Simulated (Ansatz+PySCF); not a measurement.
Values are calculated unless marked as measured or tabulated.
Input for PySCF 2.14.0:

```python
from pyscf import gto, scf

mol = gto.M(atom="""
C 1.199780 -0.004700 0.008640
C 0.366270 1.150330 0.004180
C -0.964470 0.703270 -0.005740
C -0.981570 -0.705920 0.003190
C 0.367780 -1.133410 0.000070
H 2.294210 -0.006530 -0.006890
H 0.715310 2.183370 -0.008280
H -1.867220 1.352870 -0.004410
H -1.861650 -1.357170 0.006660
H 0.711330 -2.177110 0.006080
""", basis='def2-svp', charge=-1, spin=0)
mf = scf.RHF(mol)
mf.init_guess = 'atom'
mf.kernel()
while True:  # follow internal instabilities
    mo, _, stable, _ = mf.stability(return_status=True)
    if stable: break
    mf.kernel(mf.make_rdm1(mo, mf.mo_occ))
print(mf.converged, mf.e_tot, mf.spin_square()[0])
```

The script is written out from the run's settings.

Output:

* Converged: yes
* Total energy: -192.05284 hartree
* Spin squared of the determinant: 0.000

Caution: no diffuse functions for an anion.
